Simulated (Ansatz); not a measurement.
Input file:

```yaml
crystal:
  periodic: [false, false, false]
  atoms:
    - {symbol: Pt, position_ang: [0.000000, 0.000000, 0.000000]}
    - {symbol: N, position_ang: [0.000000, 0.000000, 1.755400]}
basis:
  gaussian: {orbitals: def2-TZVPP}
total_charge: 1
magnetization: {spin_polarized: false, initial_magnetization: 2}
correlation: {method: sc_nevpt2, electrons: outside_noble_gas, active_space: {window: {electrons: 14, orbitals: 10}, shells: [{species: "N", l: s, shell: 2}, {species: "N", l: p, shell: 2}, {species: Pt, l: s, shell: 6}, {species: Pt, l: d, shell: 5}]}}
```

```sh
$ ansatz run in.yaml --threads 1 --pin off --events-out ev --progress --plain --max-ram 2816MiB --backend cpu
```

Output:

```
1077 factors; integrals over basis functions are off by at most 2.0e-7 eV
mean field evaluation 1: about -4689.1588 eV, gradient 3.9e1 eV
mean field evaluation 2: about -4689.3706 eV, gradient 3.9e1 eV
mean field evaluation 4: about -4691.7688 eV, gradient 1.5e1 eV
mean field evaluation 8: about -4692.5232 eV, gradient 2.3e0 eV
mean field evaluation 16: about -4692.6989 eV, gradient 1.9e-1 eV
mean field evaluation 32: about -4693.1542 eV, gradient 8.2e-3 eV
mean field evaluation 64: about -4690.6618 eV, gradient 3.6e-1 eV
mean field evaluation 96: about -4692.7008 eV, gradient 3.9e-6 eV
mean field evaluation 128: about -4691.8393 eV, gradient 1.1e0 eV
mean field evaluation 160: about -4690.1503 eV, gradient 1.8e0 eV
mean field evaluation 192: about -4693.1531 eV, gradient 1.1e-1 eV
mean field evaluation 224: about -4691.7277 eV, gradient 1.4e0 eV
mean field evaluation 256: about -4692.7005 eV, gradient 2.2e-1 eV
mean field -4693.15424717 eV, -172.4702374492 hartree, gradient 2.3e-6 eV, S^2 2.000000; 15 other end points of the search recorded, 0 dependent functions left out
reference -4693.15424717 eV, -172.4702374492 hartree; 13, 11 occupied and 74, 76 virtual orbitals, 1077 factors
state -4696.28868289 eV, -172.5854258373 hartree
state -4696.28868289 eV, -172.5854258373 hartree; corrected -4706.07917342 eV, -172.9452197280 hartree
Total energy: -4706.07917342 eV, -172.9452197280 hartree
Checks for a lower state left out: starts, orbital_swaps
```

Ran on 1 thread of AMD EPYC 7R13, shared host: 12 s wall, 0.22 GiB peak host memory.
